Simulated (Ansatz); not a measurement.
A nudged elastic band was laid between two geometries of BH6P (8 atoms, charge 0, multiplicity 1).

The calculation used RKS B3LYP-D4/def2-SVP in Ansatz 0.2.0.

* movable images: 7
* climbing image: yes
* spring: 5.0 eV/Å²
* optimiser: quadratic models (default)
* start path: through a guess of the saddle point
* force threshold: 0.03 eV/Å
* iteration limit: 60
* end points: relaxed

Image 0:

```xyz
8
Properties=species:S:1:pos:R:3
B -0.567 0.232 -0.932
P 0.442 -0.186 0.679
H -1.712 0.348 -0.528
H -0.375 -0.735 -1.649
H -0.059 1.267 -1.326
H 0.426 0.758 1.736
H 1.840 -0.386 0.562
H 0.097 -1.355 1.402
```

Image 8:

```xyz
8
Properties=species:S:1:pos:R:3
B -0.567 0.232 -0.932
P 0.441 -0.185 0.680
H -0.967 1.366 -0.732
H -1.439 -0.620 -0.953
H 0.263 0.134 -1.820
H -0.243 -0.159 1.921
H 1.550 0.635 1.004
H 1.053 -1.460 0.776
```

(1) What changes between the two ends?

(2) What energy profile does the band end with?

(3) What is the geometry of the highest image?

(4) What are the harmonic wavenumbers there?

Results:

(1) No bond is made or broken. The dihedral H5–B1–P2–H8 goes from 180 to -60°. The two ends are copies of one structure, up to a mirror image or an exchange of like atoms.

(2) The run converged. The highest image is number 4 of 0 to 8, 9.6 kJ/mol above the ends, which have the same energy within 2 meV. A vibrational analysis at the climbing image gives one clearly imaginary mode, 227i cm⁻¹: a first-order saddle point.

```tsv
image	path coordinate (Å)	energy (kJ/mol)	dihedral H5–B1–P2–H8 (°)
0	0.00	0.0	180
1	0.39	1.5	-165
2	0.78	4.9	-150
3	1.17	8.2	-135
4	1.56	9.6	-120
5	1.95	8.2	-105
6	2.33	4.9	-90
7	2.72	1.5	-75
8	3.11	0.0	-60
```

(3) 
```xyz
8
Properties=species:S:1:pos:R:3
B -0.577 0.235 -0.947
P 0.448 -0.187 0.690
H -1.457 0.977 -0.552
H -0.967 -0.853 -1.332
H 0.243 0.763 -1.673
H 0.032 0.387 1.917
H 1.822 0.161 0.739
H 0.548 -1.540 1.101
```

(4) 227i, 464, 464, 496, 804, 804, 1020, 1105, 1120, 1120, 1145, 1145, 2447, 2451, 2460, 2461, 2543, 2548 cm⁻¹.

The run took 2.1 min on 1 thread of AMD EPYC (Zen 3), on a shared host, peak memory 0.12 GiB.
